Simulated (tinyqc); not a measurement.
Coupled-perturbed Hartree-Fock on RHF in the sto-3g basis, for H3O+, spin multiplicity 1, step by step (part 1 of 2). Computed by tinyqc, a small Python program that keeps every step (integrals from PySCF). Settings: charge = 1, multiplicity = 1, basis = sto-3g, method = RHF, energy threshold = 1e-10, iteration cap = 82, orthogonalisation = symmetric, start = Wolfsberg-Helmholz matrix, DIIS depth = 6. Command: `OMP_NUM_THREADS=1 python tinyqc.py 28365 28366 out.jsonl` (the two numbers bound the seeds that draw the settings). One thread of a shared host (Intel(R) Xeon(R) Processor @ 2.60GHz), about 0.2 s of CPU time with the checks. The early iterations of the SCF are left out here.

## One-electron integrals

Geometry (angstrom):
```
atom         x         y        z
O      0.00000   0.00000  0.24500
H      0.88200   0.00000  0.00000
H     -0.44100   0.76400  0.00000
H     -0.44100  -0.76400  0.00000
```

Basis sto-3g: exponents (1/bohr^2) and contraction coefficients of normalised primitives:
```
element  l (shell)   exponent  coefficient
O            s (1)  130.70932      0.15433
O            s (1)   23.80886      0.53533
O            s (1)    6.44361      0.44463
O            s (2)    5.03315     -0.09997
O            s (2)    1.16960      0.39951
O            s (2)    0.38039      0.70012
O            p (3)    5.03315      0.15592
O            p (3)    1.16960      0.60768
O            p (3)    0.38039      0.39196
H            s (1)    3.42525      0.15433
H            s (1)    0.62391      0.53533
H            s (1)    0.16886      0.44463
```

Overlap, kinetic and nuclear-attraction integrals over the contracted functions; the nuclear repulsion is the sum of Za Zb / Rab.

nuclear repulsion = 14.9117375 hartree

overlap S, order 1O 1s, 1O 2s, 1O 2px, 1O 2py, 1O 2pz, 2H 1s, 3H 1s, 4H 1s:
$$\begin{pmatrix}
1.00000 & 0.23670 & 0.00000 & 0.00000 & 0.00000 & 0.05959 & 0.05957 & 0.05957 \\
0.23670 & 1.00000 & 0.00000 & 0.00000 & 0.00000 & 0.50262 & 0.50253 & 0.50253 \\
0.00000 & 0.00000 & 1.00000 & 0.00000 & 0.00000 & 0.39269 & -0.19629 & -0.19629 \\
0.00000 & 0.00000 & 0.00000 & 1.00000 & 0.00000 & 0.00000 & 0.34006 & -0.34006 \\
0.00000 & 0.00000 & 0.00000 & 0.00000 & 1.00000 & -0.10908 & -0.10905 & -0.10905 \\
0.05959 & 0.50262 & 0.39269 & 0.00000 & -0.10908 & 1.00000 & 0.24675 & 0.24675 \\
0.05957 & 0.50253 & -0.19629 & 0.34006 & -0.10905 & 0.24675 & 1.00000 & 0.24666 \\
0.05957 & 0.50253 & -0.19629 & -0.34006 & -0.10905 & 0.24675 & 0.24666 & 1.00000
\end{pmatrix}$$

kinetic energy T (hartree), order 1O 1s, 1O 2s, 1O 2px, 1O 2py, 1O 2pz, 2H 1s, 3H 1s, 4H 1s:
$$\begin{pmatrix}
29.00320 & -0.16801 & 0.00000 & 0.00000 & 0.00000 & 0.00081 & 0.00080 & 0.00080 \\
-0.16801 & 0.80813 & 0.00000 & 0.00000 & 0.00000 & 0.14969 & 0.14961 & 0.14961 \\
0.00000 & 0.00000 & 2.52873 & 0.00000 & 0.00000 & 0.30587 & -0.15286 & -0.15286 \\
0.00000 & 0.00000 & 0.00000 & 2.52873 & 0.00000 & 0.00000 & 0.26481 & -0.26481 \\
0.00000 & 0.00000 & 0.00000 & 0.00000 & 2.52873 & -0.08496 & -0.08492 & -0.08492 \\
0.00081 & 0.14969 & 0.30587 & 0.00000 & -0.08496 & 0.76003 & 0.00739 & 0.00739 \\
0.00080 & 0.14961 & -0.15286 & 0.26481 & -0.08492 & 0.00739 & 0.76003 & 0.00737 \\
0.00080 & 0.14961 & -0.15286 & -0.26481 & -0.08492 & 0.00739 & 0.00737 & 0.76003
\end{pmatrix}$$

nuclear attraction V (hartree), order 1O 1s, 1O 2s, 1O 2px, 1O 2py, 1O 2pz, 2H 1s, 3H 1s, 4H 1s:
$$\begin{pmatrix}
-62.35254 & -7.59354 & -0.00001 & 0.00000 & 0.01362 & -1.96851 & -1.96785 & -1.96785 \\
-7.59354 & -10.75624 & -0.00007 & 0.00000 & 0.15753 & -4.39229 & -4.39127 & -4.39127 \\
-0.00001 & -0.00007 & -10.73689 & 0.00000 & 0.00002 & -3.06806 & 1.53351 & 1.53351 \\
0.00000 & 0.00000 & 0.00000 & -10.73689 & 0.00000 & 0.00000 & -2.65674 & 2.65674 \\
0.01362 & 0.15753 & 0.00002 & 0.00000 & -10.57467 & 0.90256 & 0.90228 & 0.90228 \\
-1.96851 & -4.39229 & -3.06806 & 0.00000 & 0.90256 & -6.34346 & -1.74277 & -1.74277 \\
-1.96785 & -4.39127 & 1.53351 & -2.65674 & 0.90228 & -1.74277 & -6.34285 & -1.74212 \\
-1.96785 & -4.39127 & 1.53351 & 2.65674 & 0.90228 & -1.74277 & -1.74212 & -6.34285
\end{pmatrix}$$

core Hamiltonian H = T + V (hartree), order 1O 1s, 1O 2s, 1O 2px, 1O 2py, 1O 2pz, 2H 1s, 3H 1s, 4H 1s:
$$\begin{pmatrix}
-33.34934 & -7.76155 & -0.00001 & 0.00000 & 0.01362 & -1.96770 & -1.96706 & -1.96706 \\
-7.76155 & -9.94811 & -0.00007 & 0.00000 & 0.15753 & -4.24261 & -4.24166 & -4.24166 \\
-0.00001 & -0.00007 & -8.20816 & 0.00000 & 0.00002 & -2.76220 & 1.38065 & 1.38065 \\
0.00000 & 0.00000 & 0.00000 & -8.20816 & 0.00000 & 0.00000 & -2.39193 & 2.39193 \\
0.01362 & 0.15753 & 0.00002 & 0.00000 & -8.04594 & 0.81760 & 0.81736 & 0.81736 \\
-1.96770 & -4.24261 & -2.76220 & 0.00000 & 0.81760 & -5.58343 & -1.73539 & -1.73539 \\
-1.96706 & -4.24166 & 1.38065 & -2.39193 & 0.81736 & -1.73539 & -5.58281 & -1.73475 \\
-1.96706 & -4.24166 & 1.38065 & 2.39193 & 0.81736 & -1.73539 & -1.73475 & -5.58281
\end{pmatrix}$$

## Two-electron integrals

Functions are numbered as in S; the eight-fold symmetry (ij|kl) = (ji|kl) = (kl|ij) leaves the list below.

Two-electron integrals (ij|kl) in chemists' order, unique and non-zero (hartree):
```
(11|11) 4.78507    (21|11) 0.74138    (21|21) 0.13687    (22|11) 1.11895
(22|21) 0.25663    (22|22) 0.81721    (31|31) 0.02448    (32|31) 0.03781
(32|32) 0.18052    (33|11) 1.11581    (33|21) 0.25668    (33|22) 0.81702
(33|33) 0.88016    (41|41) 0.02448    (42|41) 0.03781    (42|42) 0.18052
(43|43) 0.04744    (44|11) 1.11581    (44|21) 0.25668    (44|22) 0.81702
(44|33) 0.78527    (44|44) 0.88016    (51|51) 0.02448    (52|51) 0.03781
(52|52) 0.18052    (53|53) 0.04744    (54|54) 0.04744    (55|11) 1.11581
(55|21) 0.25668    (55|22) 0.81702    (55|33) 0.78527    (55|44) 0.78527
(55|55) 0.88016    (61|11) 0.18989    (61|21) 0.03473    (61|22) 0.06460
(61|31) 0.00153    (61|32) 0.00285    (61|33) 0.06482    (61|44) 0.06448
(61|51) -0.00042   (61|52) -0.00079   (61|53) -0.00009   (61|55) 0.06451
(61|61) 0.00893    (62|11) 0.43351    (62|21) 0.10055    (62|22) 0.35118
(62|31) 0.00721    (62|32) 0.05361    (62|33) 0.36107    (62|44) 0.34547
(62|51) -0.00200   (62|52) -0.01489   (62|53) -0.00434   (62|55) 0.34667
(62|61) 0.02595    (62|62) 0.18235    (63|11) 0.28881    (63|21) 0.06790
(63|22) 0.25334    (63|31) 0.01516    (63|32) 0.09896    (63|33) 0.27551
(63|44) 0.24169    (63|51) -0.00120   (63|52) -0.01028   (63|53) -0.00625
(63|55) 0.24255    (63|61) 0.01835    (63|62) 0.15980    (63|63) 0.16546
(64|41) 0.01086    (64|42) 0.06197    (64|43) 0.01131    (64|54) -0.00314
(64|64) 0.02691    (65|11) -0.08022   (65|21) -0.01886   (65|22) -0.07037
(65|31) -0.00120   (65|32) -0.01028   (65|33) -0.07025   (65|44) -0.06714
(65|51) 0.01119    (65|52) 0.06482    (65|53) 0.01218    (65|55) -0.07366
(65|61) -0.00510   (65|62) -0.04439   (65|63) -0.03849   (65|65) 0.03760
(66|11) 0.55240    (66|21) 0.13020    (66|22) 0.51853    (66|31) 0.01278
(66|32) 0.12815    (66|33) 0.55571    (66|44) 0.49739    (66|51) -0.00355
(66|52) -0.03560   (66|53) -0.01620   (66|55) 0.50189    (66|61) 0.03395
(66|62) 0.32945    (66|63) 0.33008    (66|65) -0.09169   (66|66) 0.77461
(71|11) 0.18983    (71|21) 0.03472    (71|22) 0.06458    (71|31) -0.00076
(71|32) -0.00142   (71|33) 0.06455    (71|41) 0.00132    (71|42) 0.00247
(71|43) -0.00015   (71|44) 0.06472    (71|51) -0.00042   (71|52) -0.00079
(71|53) 4.74e-05   (71|54) -0.00008   (71|55) 0.06449    (71|61) 0.00877
(71|62) 0.02506    (71|63) 0.01651    (71|64) 0.00070    (71|65) -0.00492
(71|66) 0.03231    (71|71) 0.00892    (72|11) 0.43341    (72|21) 0.10052
(72|22) 0.35110    (72|31) -0.00360   (72|32) -0.02680   (72|33) 0.34929
(72|41) 0.00624    (72|42) 0.04642    (72|43) -0.00676   (72|44) 0.35710
(72|51) -0.00200   (72|52) -0.01489   (72|53) 0.00217    (72|54) -0.00375
(72|55) 0.34659    (72|61) 0.02506    (72|62) 0.14787    (72|63) 0.09823
(72|64) 0.01595    (72|65) -0.03496   (72|66) 0.22024    (72|71) 0.02593
(72|72) 0.18227    (73|11) -0.14436   (73|21) -0.03394   (73|22) -0.12663
(73|31) 0.01193    (73|32) 0.07120    (73|33) -0.13352   (73|41) -0.00186
(73|42) -0.01601   (73|43) 0.01222    (73|44) -0.12501   (73|51) 0.00060
(73|52) 0.00514    (73|53) -0.00392   (73|54) 0.00135    (73|55) -0.12124
(73|61) -0.00765   (73|62) -0.03530   (73|63) -0.00279   (73|64) -0.00302
(73|65) 0.00808    (73|66) -0.03563   (73|71) -0.00917   (73|72) -0.07986
(73|73) 0.06151    (74|11) 0.25009    (74|21) 0.05879    (74|22) 0.21938
(74|31) -0.00186   (74|32) -0.01601   (74|33) 0.21171    (74|41) 0.01408
(74|42) 0.08970    (74|43) -0.00985   (74|44) 0.23616    (74|51) -0.00103
(74|52) -0.00890   (74|53) 0.00135    (74|54) -0.00547   (74|55) 0.21004
(74|61) 0.01465    (74|62) 0.09306    (74|63) 0.06104    (74|64) 0.03071
(74|65) -0.02158   (74|66) 0.13936    (74|71) 0.01588    (74|72) 0.13835
(74|73) -0.05997   (74|74) 0.13080    (75|11) -0.08020   (75|21) -0.01885
(75|22) -0.07035   (75|31) 0.00060    (75|32) 0.00514    (75|33) -0.06789
(75|41) -0.00103   (75|42) -0.00890   (75|43) 0.00135    (75|44) -0.06945
(75|51) 0.01119    (75|52) 0.06481    (75|53) -0.00609   (75|54) 0.01055
(75|55) -0.07364   (75|61) -0.00492   (75|62) -0.03496   (75|63) -0.02273
(75|64) -0.00379   (75|65) 0.02923    (75|66) -0.05714   (75|71) -0.00509
(75|72) -0.04437   (75|73) 0.01923    (75|74) -0.03332   (75|75) 0.03758
(76|11) 0.16557    (76|21) 0.03868    (76|22) 0.14464    (76|31) 0.00113
(76|32) 0.00968    (76|33) 0.14512    (76|41) 0.00196    (76|42) 0.01676
(76|43) 0.00046    (76|44) 0.14566    (76|51) -0.00126   (76|52) -0.01075
(76|53) -0.00118   (76|54) -0.00204   (76|55) 0.14299    (76|61) 0.00986
(76|62) 0.07260    (76|63) 0.05898    (76|64) 0.00725    (76|65) -0.01987
(76|66) 0.13126    (76|71) 0.00986    (76|72) 0.07259    (76|73) -0.02321
(76|74) 0.05470    (76|75) -0.01986   (76|76) 0.03435    (77|11) 0.55233
(77|21) 0.13018    (77|22) 0.51848    (77|31) -0.00639   (77|32) -0.06406
(77|33) 0.51192    (77|41) 0.01107    (77|42) 0.11098    (77|43) -0.02525
(77|44) 0.54108    (77|51) -0.00355   (77|52) -0.03559   (77|53) 0.00810
(77|54) -0.01403   (77|55) 0.50184    (77|61) 0.03232    (77|62) 0.22026
(77|63) 0.13851    (77|64) 0.03882    (77|65) -0.05715   (77|66) 0.34013
(77|71) 0.03394    (77|72) 0.32937    (77|73) -0.16499   (77|74) 0.28583
(77|75) -0.09166   (77|76) 0.13126    (77|77) 0.77461    (81|11) 0.18983
(81|21) 0.03472    (81|22) 0.06458    (81|31) -0.00076   (81|32) -0.00142
(81|33) 0.06455    (81|41) -0.00132   (81|42) -0.00247   (81|43) 0.00015
(81|44) 0.06472    (81|51) -0.00042   (81|52) -0.00079   (81|53) 4.74e-05
(81|54) 0.00008    (81|55) 0.06449    (81|61) 0.00877    (81|62) 0.02506
(81|63) 0.01651    (81|64) -0.00070   (81|65) -0.00492   (81|66) 0.03231
(81|71) 0.00877    (81|72) 0.02505    (81|73) -0.00886   (81|74) 0.01395
(81|75) -0.00492   (81|76) 0.00958    (81|77) 0.03231    (81|81) 0.00892
(82|11) 0.43341    (82|21) 0.10052    (82|22) 0.35110    (82|31) -0.00360
(82|32) -0.02680   (82|33) 0.34929    (82|41) -0.00624   (82|42) -0.04642
(82|43) 0.00676    (82|44) 0.35710    (82|51) -0.00200   (82|52) -0.01489
(82|53) 0.00217    (82|54) 0.00375    (82|55) 0.34659    (82|61) 0.02506
(82|62) 0.14787    (82|63) 0.09823    (82|64) -0.01595   (82|65) -0.03496
(82|66) 0.22024    (82|71) 0.02505    (82|72) 0.14784    (82|73) -0.06291
(82|74) 0.07709    (82|75) -0.03495   (82|76) 0.06027    (82|77) 0.22021
(82|81) 0.02593    (82|82) 0.18227    (83|11) -0.14436   (83|21) -0.03394
(83|22) -0.12663   (83|31) 0.01193    (83|32) 0.07120    (83|33) -0.13352
(83|41) 0.00186    (83|42) 0.01601    (83|43) -0.01222   (83|44) -0.12501
(83|51) 0.00060    (83|52) 0.00514    (83|53) -0.00392   (83|54) -0.00135
(83|55) -0.12124   (83|61) -0.00765   (83|62) -0.03530   (83|63) -0.00279
(83|64) 0.00302    (83|65) 0.00808    (83|66) -0.03563   (83|71) -0.00886
(83|72) -0.06291   (83|73) 0.04744    (83|74) -0.03202   (83|75) 0.01464
(83|76) -0.01886   (83|77) -0.10283   (83|81) -0.00917   (83|82) -0.07986
(83|83) 0.06151    (84|11) -0.25009   (84|21) -0.05879   (84|22) -0.21938
(84|31) 0.00186    (84|32) 0.01601    (84|33) -0.21171   (84|41) 0.01408
(84|42) 0.08970    (84|43) -0.00985   (84|44) -0.23616   (84|51) 0.00103
(84|52) 0.00890    (84|53) -0.00135   (84|54) -0.00547   (84|55) -0.21004
(84|61) -0.01465   (84|62) -0.09306   (84|63) -0.06104   (84|64) 0.03071
(84|65) 0.02158    (84|66) -0.13936   (84|71) -0.01395   (84|72) -0.07709
(84|73) 0.03202    (84|74) -0.01955   (84|75) 0.01779    (84|76) -0.03267
(84|77) -0.10054   (84|81) -0.01588   (84|82) -0.13835   (84|83) 0.05997
(84|84) 0.13080    (85|11) -0.08020   (85|21) -0.01885   (85|22) -0.07035
(85|31) 0.00060    (85|32) 0.00514    (85|33) -0.06789   (85|41) 0.00103
(85|42) 0.00890    (85|43) -0.00135   (85|44) -0.06945   (85|51) 0.01119
(85|52) 0.06481    (85|53) -0.00609   (85|54) -0.01055   (85|55) -0.07364
(85|61) -0.00492   (85|62) -0.03496   (85|63) -0.02273   (85|64) 0.00379
(85|65) 0.02923    (85|66) -0.05714   (85|71) -0.00492   (85|72) -0.03495
(85|73) 0.01464    (85|74) -0.01779   (85|75) 0.02922    (85|76) -0.01601
(85|77) -0.05713   (85|81) -0.00509   (85|82) -0.04437   (85|83) 0.01923
(85|84) 0.03332    (85|85) 0.03758    (86|11) 0.16557    (86|21) 0.03868
(86|22) 0.14464    (86|31) 0.00113    (86|32) 0.00968    (86|33) 0.14512
(86|41) -0.00196   (86|42) -0.01676   (86|43) -0.00046   (86|44) 0.14566
(86|51) -0.00126   (86|52) -0.01075   (86|53) -0.00118   (86|54) 0.00204
(86|55) 0.14299    (86|61) 0.00986    (86|62) 0.07260    (86|63) 0.05898
(86|64) -0.00725   (86|65) -0.01987   (86|66) 0.13126    (86|71) 0.00958
(86|72) 0.06027    (86|73) -0.01886   (86|74) 0.03267    (86|75) -0.01601
(86|76) 0.02886    (86|77) 0.09121    (86|81) 0.00986    (86|82) 0.07259
(86|83) -0.02321   (86|84) -0.05470   (86|85) -0.01986   (86|86) 0.03435
(87|11) 0.16551    (87|21) 0.03867    (87|22) 0.14459    (87|31) -0.00226
(87|32) -0.01934   (87|33) 0.14587    (87|44) 0.14480    (87|51) -0.00126
(87|52) -0.01075   (87|53) 0.00236    (87|55) 0.14294    (87|61) 0.00958
(87|62) 0.06026    (87|63) 0.03771    (87|65) -0.01601   (87|66) 0.09119
(87|71) 0.00985    (87|72) 0.07256    (87|73) -0.03574   (87|74) 0.04744
(87|75) -0.01986   (87|76) 0.02885    (87|77) 0.13121    (87|81) 0.00985
(87|82) 0.07256    (87|83) -0.03574   (87|84) -0.04744   (87|85) -0.01986
(87|86) 0.02885    (87|87) 0.03432    (88|11) 0.55233    (88|21) 0.13018
(88|22) 0.51848    (88|31) -0.00639   (88|32) -0.06406   (88|33) 0.51192
(88|41) -0.01107   (88|42) -0.11098   (88|43) 0.02525    (88|44) 0.54108
(88|51) -0.00355   (88|52) -0.03559   (88|53) 0.00810    (88|54) 0.01403
(88|55) 0.50184    (88|61) 0.03232    (88|62) 0.22026    (88|63) 0.13851
(88|64) -0.03882   (88|65) -0.05715   (88|66) 0.34013    (88|71) 0.03231
(88|72) 0.22021    (88|73) -0.10283   (88|74) 0.10054    (88|75) -0.05713
(88|76) 0.09121    (88|77) 0.34008    (88|81) 0.03394    (88|82) 0.32937
(88|83) -0.16499   (88|84) -0.28583   (88|85) -0.09166   (88|86) 0.13126
(88|87) 0.13121    (88|88) 0.77461
```

## Orthogonalisation

S = U s U^T; symmetric (Loewdin) form X = U s^(-1/2) U^T, so that X^T S X = 1.

eigenvalues of S: [0.30036, 0.38013, 0.38019, 0.94104, 1.03999, 1.37309, 1.37316, 2.21204]

X, order 1O 1s, 1O 2s, 1O 2px, 1O 2py, 1O 2pz, 2H 1s, 3H 1s, 4H 1s:
$$\begin{pmatrix}
1.02533 & -0.15462 & 0.00000 & 0.00000 & 0.00676 & 0.02106 & 0.02105 & 0.02105 \\
-0.15462 & 1.38685 & 0.00006 & 0.00000 & -0.07765 & -0.30128 & -0.30117 & -0.30117 \\
0.00000 & 0.00006 & 1.14216 & 0.00000 & -0.00002 & -0.30394 & 0.15192 & 0.15192 \\
0.00000 & 0.00000 & 0.00000 & 1.14215 & 0.00000 & 0.00000 & -0.26317 & 0.26317 \\
0.00676 & -0.07765 & -0.00002 & 0.00000 & 1.01652 & 0.06432 & 0.06429 & 0.06429 \\
0.02106 & -0.30128 & -0.30394 & 0.00000 & 0.06432 & 1.24872 & -0.08447 & -0.08447 \\
0.02105 & -0.30117 & 0.15192 & -0.26317 & 0.06429 & -0.08447 & 1.24860 & -0.08443 \\
0.02105 & -0.30117 & 0.15192 & 0.26317 & 0.06429 & -0.08447 & -0.08443 & 1.24860
\end{pmatrix}$$

## Starting guess

The start is the generalised Wolfsberg-Helmholz matrix (K = 1.75) built on H; D = 2 C_occ C_occ^T.

D at the start, order 1O 1s, 1O 2s, 1O 2px, 1O 2py, 1O 2pz, 2H 1s, 3H 1s, 4H 1s:
$$\begin{pmatrix}
2.04380 & -0.15589 & 0.00003 & 0.00000 & -0.06628 & -0.12573 & -0.12571 & -0.12571 \\
-0.15589 & 0.83185 & -0.00010 & 0.00000 & 0.23347 & 0.27145 & 0.27141 & 0.27141 \\
0.00003 & -0.00010 & 1.27939 & 0.00000 & 0.00003 & 0.45590 & -0.22797 & -0.22797 \\
0.00000 & 0.00000 & 0.00000 & 1.27940 & 0.00000 & 0.00000 & 0.39481 & -0.39481 \\
-0.06628 & 0.23347 & 0.00003 & 0.00000 & 1.95836 & -0.03872 & -0.03869 & -0.03869 \\
-0.12573 & 0.27145 & 0.45590 & 0.00000 & -0.03872 & 0.26092 & 0.01720 & 0.01720 \\
-0.12571 & 0.27141 & -0.22797 & 0.39481 & -0.03869 & 0.01720 & 0.26085 & 0.01719 \\
-0.12571 & 0.27141 & -0.22797 & -0.39481 & -0.03869 & 0.01720 & 0.01719 & 0.26085
\end{pmatrix}$$

## Iteration 7 (converged): orbitals

converged F (hartree), order 1O 1s, 1O 2s, 1O 2px, 1O 2py, 1O 2pz, 2H 1s, 3H 1s, 4H 1s:
$$\begin{pmatrix}
-20.87493 & -5.31551 & -0.00001 & 0.00000 & 0.01821 & -1.35527 & -1.35483 & -1.35483 \\
-5.31551 & -3.04479 & -0.00007 & 0.00000 & 0.11573 & -1.34877 & -1.34847 & -1.34847 \\
-0.00001 & -0.00007 & -0.98524 & 0.00000 & 0.00002 & -0.67153 & 0.33566 & 0.33566 \\
0.00000 & 0.00000 & 0.00000 & -0.98523 & 0.00000 & 0.00000 & -0.58153 & 0.58153 \\
0.01821 & 0.11573 & 0.00002 & 0.00000 & -0.94988 & 0.22987 & 0.22982 & 0.22982 \\
-1.35527 & -1.34877 & -0.67153 & 0.00000 & 0.22987 & -0.99426 & -0.51566 & -0.51566 \\
-1.35483 & -1.34847 & 0.33566 & -0.58153 & 0.22982 & -0.51566 & -0.99402 & -0.51547 \\
-1.35483 & -1.34847 & 0.33566 & 0.58153 & 0.22982 & -0.51566 & -0.51547 & -0.99402
\end{pmatrix}$$

Diagonalise F' = X^T F X, C = X C', fill 5 alpha and 5 beta electrons from the bottom; D = 2 C_occ C_occ^T. Each column has its largest component positive (the first on a tie).

F' = X^T F X (hartree):
$$\begin{pmatrix}
-20.48502 & -2.72370 & 0.00000 & 0.00000 & 0.02671 & -0.22870 & -0.22856 & -0.22856 \\
-2.72370 & -1.62345 & 0.00002 & 0.00000 & -0.03159 & -0.55385 & -0.55370 & -0.55370 \\
0.00000 & 0.00002 & -0.65235 & 0.00000 & -0.00001 & -0.57965 & 0.28976 & 0.28976 \\
0.00000 & 0.00000 & 0.00000 & -0.65235 & 0.00000 & 0.00000 & -0.50193 & 0.50193 \\
0.02671 & -0.03159 & -0.00001 & 0.00000 & -0.91140 & 0.13818 & 0.13814 & 0.13814 \\
-0.22870 & -0.55385 & -0.57965 & 0.00000 & 0.13818 & -0.27982 & -0.10909 & -0.10909 \\
-0.22856 & -0.55370 & 0.28976 & -0.50193 & 0.13814 & -0.10909 & -0.27985 & -0.10905 \\
-0.22856 & -0.55370 & 0.28976 & 0.50193 & 0.13814 & -0.10909 & -0.10905 & -0.27985
\end{pmatrix}$$

orbital energies (hartree): MO1 -20.88412, MO2 -1.84289, MO3 -1.16114, MO4 -1.16113, MO5 -0.94465, MO6 0.15380, MO7 0.33799, MO8 0.33807

coefficients C, order 1O 1s, 1O 2s, 1O 2px, 1O 2py, 1O 2pz, 2H 1s, 3H 1s, 4H 1s:
$$\begin{pmatrix}
0.99380 & -0.23947 & 0.00002 & 0.00000 & -0.05438 & -0.16924 & 0.00000 & 0.00009 \\
0.02946 & 0.86109 & -0.00012 & 0.00000 & 0.26614 & 1.18840 & 0.00000 & -0.00073 \\
0.00000 & 0.00007 & 0.71150 & 0.00000 & 0.00005 & -0.00040 & 0.00000 & -0.96790 \\
0.00000 & 0.00000 & 0.00000 & 0.71150 & 0.00000 & 0.00000 & 0.96788 & 0.00000 \\
-0.00282 & -0.11589 & -0.00004 & 0.00000 & 0.96129 & -0.33805 & 0.00000 & 0.00021 \\
-0.00566 & 0.09479 & 0.38711 & 0.00000 & -0.06512 & -0.68557 & 0.00000 & 1.06216 \\
-0.00566 & 0.09475 & -0.19356 & 0.33523 & -0.06515 & -0.68628 & -0.91944 & -0.53051 \\
-0.00566 & 0.09475 & -0.19356 & -0.33523 & -0.06515 & -0.68628 & 0.91944 & -0.53051
\end{pmatrix}$$

D after iteration 7, order 1O 1s, 1O 2s, 1O 2px, 1O 2py, 1O 2pz, 2H 1s, 3H 1s, 4H 1s:
$$\begin{pmatrix}
2.09590 & -0.38281 & 0.00000 & 0.00000 & -0.05466 & -0.04955 & -0.04955 & -0.04955 \\
-0.38281 & 1.62635 & -0.00003 & 0.00000 & 0.31192 & 0.12815 & 0.12822 & 0.12822 \\
0.00000 & -0.00003 & 1.01248 & 0.00000 & 0.00003 & 0.55086 & -0.27543 & -0.27543 \\
0.00000 & 0.00000 & 0.00000 & 1.01246 & 0.00000 & 0.00000 & 0.47704 & -0.47704 \\
-0.05466 & 0.31192 & 0.00003 & 0.00000 & 1.87505 & -0.14718 & -0.14718 & -0.14718 \\
-0.04955 & 0.12815 & 0.55086 & 0.00000 & -0.14718 & 0.32622 & -0.12334 & -0.12334 \\
-0.04955 & 0.12822 & -0.27543 & 0.47704 & -0.14718 & -0.12334 & 0.32621 & -0.12332 \\
-0.04955 & 0.12822 & -0.27543 & -0.47704 & -0.14718 & -0.12334 & -0.12332 & 0.32621
\end{pmatrix}$$

Within a degenerate level the vectors are fixed only up to a rotation; this is one choice.
